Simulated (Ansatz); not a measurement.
# How far each method lies from RCCSDT(Q) for [Cl···H···CN], doublet

Geometry: a point of a hydrogen-transfer path between rigid fragments, not a stationary point.

```json
{"atom": "Cl", "x (Å)": "0.0000", "y (Å)": "0.0000", "z (Å)": "-1.9747"}
{"atom": "H", "x (Å)": "0.0000", "y (Å)": "0.0000", "z (Å)": "-0.6959"}
{"atom": "N", "x (Å)": "0.0000", "y (Å)": "0.0000", "z (Å)": "1.9154"}
{"atom": "C", "x (Å)": "0.0000", "y (Å)": "0.0000", "z (Å)": "0.7553"}
```

Basis cc-pVDZ; Ansatz 0.2.0. Only valence electrons are correlated (noble-gas cores frozen), which leaves 17 electrons in 44 orbitals. R marks a restricted (for open shells ROHF) determinant, U an unrestricted one. Active spaces: pair = (3e, 3o) about the gap.

Full CI isn't at hand for all of this; RCCSDT(Q) serves as the reference, and is uncertain by about the last step of the cluster series. The frozen core follows each run's orbitals, which can shift R against U totals by a few meV.

Unrestricted rows (U) aren't spin-pure: their determinants' ⟨S²⟩ exceeds S(S+1) by up to 0.35, so they mix in states of higher spin. For open shells CISD is restricted-active-space CI with the open shells as a complete middle space.

* UHF ⟨S²⟩: 1.102
* T1 diagnostic (RCCSD): 0.0354
* largest doubles amplitude (RCCSD): 0.086
* T1 diagnostic (UCCSD): 0.0582

```
   level  E − E(RHF) (eV)
     UHF          -0.4994
    RMP2         -11.8420
    UMP2         -11.0498
   RCCSD         -12.4367
   UCCSD         -12.4338
RCCSD(T)         -12.9207
UCCSD(T)         -12.8801
```

(1) Estimate how far RCCSDT(Q) in cc-pVDZ lies from RCCSD(T). The table doesn't fix it; the size of (T) and the diagnostics are the guide.

(1) RCCSDT(Q) in cc-pVDZ lies 7.6 kJ/mol below RCCSD(T), which is 16 % of the (T) step (-46.7 kJ/mol). T1 is raised, but (T) still catches most of what CCSD lacks. The miss exceeds 1 kcal/mol.

The other levels:

```
                level  E − E(RCCSDT(Q)) (kJ/mol)  share of correlation (%)    wall time
                 CISD                      202.7                     83.84         14 s
              BCCD(T)                        7.5                     99.40         11 s
               RCCSDT                        5.3                     99.58            –
               UCCSDT                        5.4                     99.57            –
            UCCSDT(Q)                       -0.6                    100.05  22 s (H100)
  CASSCF (pair space)                     1169.4                      6.76            –
  NEVPT2 (pair space)                      121.4                     90.32        7.5 s
  MRCISD (pair space)                      182.7                     85.43            –
MRCISD+Q (pair space)                       42.1                     96.64  18 s (H100)
```

The correlation energy at RCCSDT(Q), counted from RHF, is -12.999 eV. That run took 32 s on 2 threads of AMD EPYC 7R13 with a shared H100 80 GB, shared host.

Times hold each run's SCF and search for its determinant on a shared host, so for small cases they say little of a method's own cost; rows without a card ran on 1 thread of AMD EPYC 7R13.
